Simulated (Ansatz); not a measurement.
# MgSiH (quartet): wave-function methods side by side, def2-TZVPP

The task here is to estimate one member of a computed series from the others.

The runs use Ansatz 0.2.0, Gaussian basis; def2-TZVPP, core rule «outside noble gas», up to 10 orbitals frozen.

To be run: UHF; ROHF; CCSD(T) on UHF.

2 further runs of the same task are left out: 2 set aside as unsound or not needed.

### What is computed

The geometry is a PBE0/def2-TZVP stationary point (not a proven minimum) of the parent state, kept for this charge and spin.

3 atoms, charge 0, spin multiplicity 4.

Atoms are counted from 1 here; the program's logs count them from 0.

Bond lengths: Si1–Mg2 2.611 Å, Mg2–H3 1.710 Å. Angles: Si1–Mg2–H3 180.0°.

Set-up of the first run:

File in.yaml:

```yaml
crystal:
  periodic: [false, false, false]
  atoms:
    - {symbol: Si, position_ang: [0.000000, 0.000000, 2.310310]}
    - {symbol: Mg, position_ang: [0.000000, 0.000000, -0.300285]}
    - {symbol: H, position_ang: [0.000000, 0.000000, -2.010025]}
basis:
  gaussian: {orbitals: def2-TZVPP}
magnetization: {spin_polarized: true, initial_magnetization: 3}
hamiltonian: {xc: hf}
output: {orbitals: {seedname: orbitals}}
```

Run with:

```console
> ansatz run in.yaml --threads 1 --pin off --events-out ev --progress --plain --max-ram 4096MiB --backend cpu
```

Among the steps run: UHF; ROHF; CCSD(T) on UHF.

One of the session's tables, all rows but one given; the rest of the session is left out.

| method | from UCCSD(T) (kcal/mol) |
| --- | --- |
| ROHF | +84.85 |
| UHF | ? |
| UMP2 | +19.07 |
| UCCSD | +3.19 |
| UCCSD(T) | 0 |

Estimate the missing values for UHF.

The run gave: from UCCSD(T) (kcal/mol): +84.22. In the column «from UCCSD(T) (kcal/mol)» it lies between UMP2 (+19.07) and ROHF (+84.85).
